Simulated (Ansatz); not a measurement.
## Relaxing Ca2Ti

All numbers below come from DFT PBE, scalar-relativistic, plane waves, PAW in Ansatz 0.2.0. Cutoff 420 eV, Γ-centred k mesh, Gaussian smearing, no spin polarisation in the final step.

Ca2Ti was placed on the sites of a reported ThAs2 cell (P4/nmm, No. 129), with Ti in place of Th, Ca in place of As, at a guessed volume.

```yaml
crystal:
  lattice:
    - [4.05878, 0.00000, 0.00000]
    - [0.00000, 4.05878, 0.00000]
    - [0.00000, 0.00000, 8.51787]
  atoms:
    - { symbol: Ca, position: [0.00000, 0.00000, 0.00000] }
    - { symbol: Ca, position: [0.50000, 0.50000, 0.00000] }
    - { symbol: Ca, position: [0.50000, 0.00000, 0.64000] }
    - { symbol: Ca, position: [0.00000, 0.50000, 0.36000] }
    - { symbol: Ti, position: [0.50000, 0.00000, 0.28000] }
    - { symbol: Ti, position: [0.00000, 0.50000, 0.72000] }
```

Cell and atoms relax at zero pressure; the relaxation can't lower the symmetry of the start. After a coarse first stage the cell is made exact in the group found at 0.06 Å.

Formation energies are uncorrected and refer to the elements' standard structures at the same level.

Which crystal results?

It keeps P4/nmm (No. 129). Conventional cell: a = 4.598 Å, c = 9.129 Å. Ca on Wyckoff site a (2 atoms of the primitive cell) has 4 Ca at 3.25 Å and 4 Ti at 3.37 Å; Ca on Wyckoff site c (2 atoms of the primitive cell) is coordinated by 5 Ti at 3.36 Å; Ti has 9 Ca at 3.36–3.37 Å.

```
Ca Ti
1.0
     4.59760    0.00000    0.00000
     0.00000    4.59760    0.00000
     0.00000    0.00000    9.12918
Ca Ti
4 2
Direct
  0.00000 0.00000 0.00000
  0.50000 0.50000 0.00000
  0.50000 0.00000 0.63721
  0.00000 0.50000 0.36279
  0.50000 0.00000 0.26954
  0.00000 0.50000 0.73046
```

What are its volume, energy, density and gap?

The volume per atom is 32.16 Å³ and the density is 2.20 g/cm³. The energy over the elements is 0.77 eV/atom and the gap on the 8×8×4 mesh is 0 eV (a metal).

The final run used a 8×8×4 mesh on its 6-atom cell and 0.10 eV smearing. For metals, differences of a few meV/atom aren't resolved. Symmetry constrained the relaxation, so the result can be a saddle point.

Cost: 3 runs of about 1.6 core-minutes in all, on Arm Neoverse V2 (shared hosts).